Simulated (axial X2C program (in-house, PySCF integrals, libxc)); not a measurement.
# Bond lengths and stretching modes, held linear, of SiOH

Computed with an in-house all-electron X2C program for linear molecules (integrals from PySCF): two-component X2C with atomic mean-field Coulomb and Gaunt terms, Gaussian nuclei, basis Si dyall-v3z, O dyall-av3z, H dyall-v3z with contracted cores. Spin-free rows use the one-electron spin-free X2C Hamiltonian.

Masses Si 27.977, O 15.995, H 1.008 u. States: 2c Ω = 1/2 (beyond evenly filled blocks: ω = 1/2); spin-free M_S = 1/2, Λ = 1 (beyond evenly filled blocks: π+α).

HF, spin-free: energies above the lowest point

| r(Si–O) (Å) | r(O–H) (Å) | E (meV) |
| --- | --- | --- |
| 1.5853 | 0.9262 | 0.00 |
| 1.5853 | 0.9500 | 9.70 |
| 1.5853 | 0.9737 | 51.48 |
| 1.6260 | 0.9262 | 0.49 |
| 1.6260 | 0.9500 | 9.67 |
| 1.6260 | 0.9737 | 50.94 |
| 1.6260 | 0.9975 | 119.75 |
| 1.6666 | 0.9262 | 53.38 |
| 1.6666 | 0.9500 | 62.03 |
| 1.6666 | 0.9737 | 102.78 |
| 1.7073 | 0.9500 | 155.77 |
| 1.7073 | 0.9975 | 263.77 |

**Question.** Fit a quadratic surface with cubic terms in each bond: where is the minimum, and what are the two stretching wavenumbers?

**Answer.** At HF, spin-free: bonds 1.605 and 0.932 Å; harmonic stretches 950.4 and 4283.5 cm⁻¹; force constants 5.65, 10.2 and coupling -0.09 mdyn/Å.

The other levels and Hamiltonians give:

| Hamiltonian | level | r(Si–O) (Å) | r(O–H) (Å) | lower stretch (cm⁻¹) | upper stretch (cm⁻¹) |
| --- | --- | --- | --- | --- | --- |
| 2c | PBE0 | 1.624 | 0.949 | 913.5 | 4040.1 |
| 2c | HF | 1.605 | 0.932 | 950.3 | 4283.4 |
| 2c | BHandHLYP | 1.614 | 0.941 | 929.5 | 4137.0 |
| 2c | MP2 | 1.632 | 0.952 | 902.6 | 4009.9 |
| spin-free | PBE0 | 1.624 | 0.949 | 913.6 | 4040.0 |
| spin-free | BHandHLYP | 1.614 | 0.941 | 929.6 | 4136.9 |
| spin-free | MP2 | 1.632 | 0.952 | 902.8 | 4009.8 |

Each state is one determinant, the lowest of a limited PBE0 search; the stretches come from a fit to these few points and carry an uncertainty of a few per cent. Other orders of the atoms were not compared. MP2 freezes inner shells (threshold -2 hartree). The molecule was held linear; bending was not examined, so a bent shape may lie lower. Note: functional without a current term on a determinant with orbital currents, of the molecule or an atom.
